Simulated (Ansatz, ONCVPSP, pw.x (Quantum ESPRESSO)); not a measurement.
## N (Z = 7): one change to the ONCV potential, in the atom and in the fcc crystal

```json
{"Element": "N (Z = 7)", "Generator": "ONCVPSP 4.0.1.1 (patched build)", "Type": "optimised norm-conserving Vanderbilt (ONCV)", "Functional": "PBEsol", "Relativity": "scalar-relativistic", "Frozen core": "[He]", "Valence charge": "5", "Reference configuration": "2s1.5 2p3.5", "Partial waves": "2s: rc 1.10 bohr, ncon 4, nbas 7, qcut 7.4 1/bohr, 2 projectors, debl 2.9 Ha; 2p: rc 2.25 bohr, ncon 4, nbas 8, qcut 6.1 1/bohr, 1 projector", "Local potential": "polynomial inside 0.70 bohr (lpopt 4, dvloc0 2 Ha)", "Core correction": "none"}
```

Change: p: qcut 8.

Cutoffs, loose and tight: the cutoffs (Ha) at which the residual kinetic energy of the hardest occupied pseudo-wave falls to 1 and 0.1 mHa per electron. They do not see the model core or the augmentation charge, which bear on the density cutoff. Test errors are all-electron minus pseudo excitation energies from the reference, over the configurations 2s2 2p3; 2s2 2p2; 2s2 2p1; 2s1 2p4; variants that change the core or the reference have their own tests.

Crystal test: fcc N in pw.x 7.5, no spin, 18³ k-points, Fermi–Dirac smearing 0.01 Ry, cutoffs set for each file from its atomic test. The reference is all-electron LAPW (Ansatz 0.2.0) with the same functional, mesh and smearing; V0 and B0 come from Birch–Murnaghan fits to the pressures at five volumes. Errors are pseudo minus all-electron; Δ is the rms difference of the E(V) curves that follow from these fits, minima aligned, over ±6 % about the mean V0. Mesh and smearing are coarse, so the numbers serve the comparison and aren't converged zero-temperature values; the lattice is a test structure that the element need not adopt. Spin polarisation is left out.

All-electron: a0 = 3.070 Å (V0 = 7.23 Å³/atom), B0 = 205.4 GPa.

Q: Does the change bring the crystal closer to the all-electron result?

A: The mean pressure error goes from +5.76 to +3.66 GPa, so the change moves the solid closer to the all-electron pressures.

```
                       quantity       base    changed
                 outcome (atom)  generated  generated
           cutoff, loose (atom)      24 Ha      24 Ha
           cutoff, tight (atom)      72 Ha      72 Ha
            bound ghosts (atom)       none       none
largest test error (meV) (atom)       +906       +582
           cutoffs in pw.x (Ry)    165/660    165/660
                         a0 (Å)      3.098      3.088
                   a0 error (%)      +0.92      +0.58
                   B0 error (%)       -4.6       -2.5
                   Δ (meV/atom)        8.8        5.6
      mean pressure error (GPa)      +5.76      +3.66
```

Base: The largest radius (2.25 bohr) exceeds half the bond length (2.05 bohr), so the spheres overlap, which is one possible source of error among others. This is a poor potential for the solid. Changed file: The largest radius (2.25 bohr) exceeds half the bond length (2.05 bohr), so the spheres overlap, which is one possible source of error among others. This is a poor potential for the solid.
